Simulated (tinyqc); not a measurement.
Inside a calculation. Method: extended Hueckel theory, for SiH4. One step of it, computed by the program tinyqc.

Task: Mulliken analysis. P = C n C^T; charge = valence electrons (Si 4, H 1) minus the sum of (P S)_ii on the atom; overlap population = 2 sum P_ij S_ij between two atoms.

coefficients:
```
              MO1        MO2        MO3        MO4        MO5        MO6        MO7        MO8
1Si 3s   0.568487   0.000000   0.000000   0.000000   0.000000   0.000000   0.000000   1.494959
1Si 3px  0.000000   0.301066   0.322071  -0.029126   0.392844   1.127849   0.122873   0.000000
1Si 3py  0.000000  -0.112927   0.141995   0.402869   1.083505  -0.334417  -0.394524   0.000000
1Si 3pz  0.000000  -0.303027   0.267070  -0.179073   0.336389  -0.239978   1.127263   0.000000
2H 1s    0.228342  -0.088518   0.563316   0.149987  -0.848396  -0.259027  -0.400442  -0.707842
3H 1s    0.228342   0.552441  -0.067027  -0.194868   0.480679  -0.796683   0.285429  -0.707842
4H 1s    0.228342  -0.085496  -0.344511   0.470807  -0.165806   0.572054   0.769732  -0.707842
5H 1s    0.228342  -0.378427  -0.151779  -0.425926   0.533523   0.483656  -0.654718  -0.707842
```

occupations: 2.000000  2.000000  2.000000  2.000000  0.000000  0.000000  0.000000  0.000000

overlap S, lower triangle:
```
           1Si 3s    1Si 3px    1Si 3py    1Si 3pz     2H 1s     3H 1s     4H 1s     5H 1s
1Si 3s   1.000000
1Si 3px  0.000000   1.000000
1Si 3py  0.000000   0.000000   1.000000
1Si 3pz  0.000000   0.000000   0.000000   1.000000
2H 1s    0.419567   0.303633   0.303633   0.303633  1.000000
3H 1s    0.419567   0.303633  -0.303633  -0.303633  0.052026  1.000000
4H 1s    0.419567  -0.303633   0.303633  -0.303633  0.052026  0.052026  1.000000
5H 1s    0.419567  -0.303633  -0.303633   0.303633  0.052026  0.052026  0.052026  1.000000
```

Give: charges; Overlap populations.

Result:

charges: 1Si 0.651, 2H -0.163, 3H -0.163, 4H -0.163, 5H -0.163

Overlap populations:
```
pair      value
2-1    0.765887
3-1    0.765887
3-2   -0.013266
4-1    0.765887
4-2   -0.013266
4-3   -0.013266
5-1    0.765887
5-2   -0.013266
5-3   -0.013266
5-4   -0.013266
```
